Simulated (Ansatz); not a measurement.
C$_{2}$H$_{7}$NS (`CC(N)S`). The species carries charge 0 and has multiplicity 1.

```xyz
11

C    -0.805    0.619    0.372
C     0.234   -0.114   -0.458
N     1.582   -0.080    0.061
S    -0.157   -1.894   -0.623
H    -1.793    0.589   -0.094
H    -0.881    0.175    1.368
H    -0.516    1.669    0.480
H     0.265    0.311   -1.465
H     1.597   -0.369    1.032
H     1.965    0.855    0.002
H    -1.492   -1.761   -0.676
```

List the harmonic frequencies (cm⁻¹, unscaled) at PBE0-D4/def2-TZVP in Ansatz. (An estimate is asked.)

Ansatz gave: 199, 260, 272, 322, 356, 449, 662, 815, 892, 935, 1010, 1113, 1135, 1207, 1310, 1391, 1406, 1475, 1484, 1643, 2712, 3037, 3071, 3112, 3129, 3517, 3608.

Is this a minimum?

Yes, all 27 modes are real.

Give the ideal-gas thermochemistry at 298.15 K and 1 bar (rigid rotor, harmonic oscillator; point group C1, symmetry number 1).

Zero-point energy 242.4 kJ/mol; H(298) − E = 260.0 kJ/mol; entropy 310.1 J/(mol·K), of which translation 163.1, rotation 106.1, vibration 40.9; G(298) − E = 167.6 kJ/mol.

And at 400, 500, 600, 800 and 1000 K?


```json
{"T (K)": "400", "H − E (kJ/mol)": "270.5", "S (J/mol/K)": "340.0", "G − E (kJ/mol)": "134.5"}
{"T (K)": "500", "H − E (kJ/mol)": "282.7", "S (J/mol/K)": "367.1", "G − E (kJ/mol)": "99.1"}
{"T (K)": "600", "H − E (kJ/mol)": "296.5", "S (J/mol/K)": "392.3", "G − E (kJ/mol)": "61.1"}
{"T (K)": "800", "H − E (kJ/mol)": "328.1", "S (J/mol/K)": "437.6", "G − E (kJ/mol)": "-22.0"}
{"T (K)": "1000", "H − E (kJ/mol)": "363.8", "S (J/mol/K)": "477.4", "G − E (kJ/mol)": "-113.6"}
```

Rotational constants (cm⁻¹)?

0.275, 0.1549, 0.1085.
